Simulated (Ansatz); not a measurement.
C2H4F2O, SMILES `CC(O)(F)F`. Charge 0, multiplicity 1.

```xyz
9

C    -0.829   -0.551    0.309
C     0.461    0.111   -0.066
O     0.242    1.288   -0.700
F     1.236    0.316    1.039
F     1.211   -0.710   -0.859
H    -1.412   -0.743   -0.590
H    -1.391    0.103    0.974
H    -0.613   -1.491    0.815
H     1.096    1.678   -0.922
```

Q: Give the diagnostics of a CCSD(T)/def2-TZVPP run (frozen core, the Gaussian-basis code of Ansatz). (Best estimate.)

A: Computed: T1 = 0.0111, largest single amplitude 0.017, largest double 0.022, (T) share of the correlation energy 3.3 %, 9 CCSD cycles. The RHF solution is stable towards an unrestricted one. T1 lies under the customary mark of 0.02 for closed shells.
